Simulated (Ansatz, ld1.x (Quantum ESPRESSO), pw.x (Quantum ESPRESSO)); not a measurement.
## pw.x on sc B: one setting changed

Potential: norm-conserving RRKJ (Kleinman–Bylander form), ld1.x (Quantum ESPRESSO) 7.5, LDA (PW92); core [He], reference 2s2 2p1; waves: 2p (bound): rc 2.00 bohr; 3d channel at 0.4 Ry: rc 1.85 bohr; 2s (bound): rc 1.25 bohr; local part: the s channel; core correction: none; rho0 0.02.

The reference run (k-mesh 17³, cutoffs 70/280 Ry, Fermi–Dirac 0.01 Ry, mixing_beta 0.4, conv_thr 1e-9, no spin) gives -4.65 GPa at 6.519 Å³/atom, where all-electron LAPW gives -1.14 GPa. This run, with its own iteration cap, changes degauss to 0.002.

```
&control
  calculation='scf', prefix='x', pseudo_dir='./', outdir='./tmp', tstress=.true., disk_io='none'
/
&system
  ibrav=0, nat=1, ntyp=1, ecutwfc=70, ecutrho=280, nbnd=8,
  occupations='smearing', smearing='fd', degauss=0.002
/
&electrons
  conv_thr=1e-09, mixing_beta=0.4, electron_maxstep=70
/
ATOMIC_SPECIES
B 1.0 B.UPF
CELL_PARAMETERS angstrom
  1.86807221 0.00000000 0.00000000
  0.00000000 1.86807221 0.00000000
  0.00000000 0.00000000 1.86807221
ATOMIC_POSITIONS crystal
B 0.0000 0.0000 0.0000
K_POINTS automatic
17 17 17 0 0 0
```

```bash
pw.x < B.scf.in > B.scf.out
```

How does the run end?

It converges in 5 iterations; the free energy moves by +8.8 meV/atom and the pressure by -0.07 GPa. In a metal, with Fermi–Dirac smearing, F lies below its zero-width value by a term in the square of the width.

```
Message from routine setup:
     using ibrav=0 with symmetry is DISCOURAGED, use correct ibrav instead
     lattice parameter (alat)  =       3.5301  a.u.
     unit-cell volume          =      43.9924 (a.u.)^3
     number of electrons       =         3.00
     number of Kohn-Sham states=            8
     kinetic-energy cutoff     =      70.0000  Ry
     charge density cutoff     =     280.0000  Ry
     scf convergence threshold =      1.0E-09
     Exchange-correlation= PW
     number of k points=   165  Fermi-Dirac smearing, width (Ry)=  0.0020
     iteration #  1     ecut=    70.00 Ry     beta= 0.40
     total energy              =      -5.62274993 Ry
     estimated scf accuracy    <       0.00371466 Ry
     iteration #  2     ecut=    70.00 Ry     beta= 0.40
     total energy              =      -5.62253903 Ry
     estimated scf accuracy    <       0.00118161 Ry
     iteration #  3     ecut=    70.00 Ry     beta= 0.40
     total energy              =      -5.62257677 Ry
     estimated scf accuracy    <       0.00000340 Ry
     iteration #  4     ecut=    70.00 Ry     beta= 0.40
     total energy              =      -5.62257705 Ry
     estimated scf accuracy    <       0.00000002 Ry
     iteration #  5     ecut=    70.00 Ry     beta= 0.40
     the Fermi energy is    10.4317 ev
!    total energy              =      -5.62257706 Ry
     estimated scf accuracy    <          4.7E-10 Ry
     smearing contrib. (-TS)   =      -0.00006017 Ry
     The total energy is F=E-TS. E is the sum of the following terms:
     one-electron contribution =       3.69655793 Ry
     hartree contribution      =       0.07327747 Ry
     xc contribution           =      -2.15874621 Ry
     ewald contribution        =      -7.23360608 Ry
     convergence has been achieved in   5 iterations
          total   stress  (Ry/bohr**3)                   (kbar)     P=      -47.29
     Message from routine punch:
     Nothing written, as per user request (disk_io='none')
```

The run took about 3 s on one core of a shared host (Neoverse-V1, 32 threads, 247 GiB, load 21).
